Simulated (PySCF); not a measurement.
CHO, SMILES O=[CH], multiplicity 2.

The structure is a stationary point at PBE0-D3(BJ)/def2-TZVPD. The isomer is the one that the SMILES or the coordinates give; other isomers of the formula were not compared.

Two levels are set side by side: PBE/def2-TZVPD (PySCF) and CAM-B3LYP/def2-TZVPD (PySCF). Same geometry, gas phase. Differences are taken from unrounded values.

| quantity | CAM-B3LYP |
|---|---|
| α-spin orbital gap (eV) | 7.73 |
| β-spin orbital gap (eV) | 11.75 |
| dipole moment (D) | 1.71 |
| mean polarisability (bohr³) | 17.2 |

### Question
What does PBE give, and how far is it from CAM-B3LYP? (The exact figures need the calculation; the answer reports its results.)

### Answer

```tsv
quantity	PBE	PBE minus CAM-B3LYP
α-spin orbital gap (eV)	2.24	-5.49
β-spin orbital gap (eV)	6.55	-5.21
dipole moment (D)	1.47	-0.25
mean polarisability (bohr³)	18.1	0.9
```

Loosely held outer electrons make PBE densities more polarisable. Differences between two approximate levels are no errors against the true value.

Rough cost on one machine, each run with all the roots and properties that it gave: CAM-B3LYP against PBE within a factor of 2.
